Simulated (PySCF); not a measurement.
## Telling isomers of C₃H₃N apart by NMR

PySCF 2.14 calculation with GIAO PBE0/pcSseg-1 shieldings, J couplings at B3LYP/pcJ-1 and geometry: PBE0-D3(BJ)/def2-SVP; no solvent, fast rotation and ring inversion assumed for equivalent nuclei, one computed conformer, non-relativistic Hamiltonian.

Shifts are taken against calculated references (same method and geometry level): 1H (31.27 ppm) and 13C (184.41 ppm) against TMS. Multiplet labels drop J under 1 Hz and among equivalent protons, and merge close values. Unscaled 3J(H,H) run several per cent high. Shifts are as computed. Against solution values, carbons near 30 ppm lie about +2 ppm off and those near 130 ppm about +5 ppm. Of 1211 compounds with measured shifts, 218 miss one by over three times the rms of a fit or turn the order of signals round; such compounds aren't used in these exercises. OH and NH positions are gas-phase values without hydrogen bonding to other molecules.

(1) Tabulate the signals of `C=CC#N`, `[H]/N=C\C#C` and their relative energies.

(2) What is the quickest way to tell C=CC#N from [H]/N=C\C#C?

Results:

(1) 
```json
{"SMILES": "C=CC#N", "carbon types": "1×C 1×CH 1×CH2", "δC": "146.6, 121.8, 116.6", "δH": "6.43 (dd, 1H), 6.25 (dd, 1H), 5.63 (dd, 1H)", "E rel. (kcal/mol)": "0.0"}
{"SMILES": "[H]/N=C\\C#C", "carbon types": "1×C 2×CH", "δC": "158.7, 87.0, 81.9", "δH": "11.45 (br s, 1H), 7.65 (d, 1H), 3.15 (d, 1H)", "E rel. (kcal/mol)": "34.4"}
```

Energies are electronic energies at PBE0/pcSseg-1 on these geometries, without zero-point or thermal terms, each for the one conformer computed, which needn't be the lowest.

(2) Both give the same number of carbon signals, but DEPT or the intensities differ. The first has a terminal =CH2 carbon at 146.6 ppm, the second a C=N carbon (CH) at 158.7 ppm. In the proton spectra the most deshielded non-exchanging signals are 6.43 (dd, J = 19.8, 1.7 Hz, 1H) and 7.65 (d, J = 2.1 Hz, 1H).
